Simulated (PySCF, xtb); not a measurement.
CH2O2, SMILES C(=O)O.

Geometry optimised at PBE0-D3(BJ)/def2-TZVP. Other conformers were not sampled.

Level of theory: PySCF 2.14.0 with IEF-PCM-M06-2X/def2-SVP.

The values are the electrostatic part of the solvation free energy, E(continuum) − E(gas) at the gas-phase geometry, in a cavity of scaled van der Waals radii (PySCF's table); cavitation and dispersion terms are not included. In vacuum the orbital gap is 11.44 eV. The dipole moment in vacuum is 1.45 D.

Computed values in water (ε = 78.36), 1-octanol (ε = 9.86), ethanol (ε = 24.85):
| solvent | ε | ΔG(elec) (kcal/mol) | dipole (D) | gap (eV) |
|---|---|---|---|---|
| water | 78.36 | -6.2 | 1.79 | 11.54 |
| 1-octanol | 9.86 | -5.4 | 1.75 | 11.52 |
| ethanol | 24.85 | -6.0 | 1.78 | 11.53 |

For comparison, GFN2-xTB/ALPB(water) (xtb, at the GFN2-xTB geometry, all terms of that model) gives -6.3 kcal/mol.
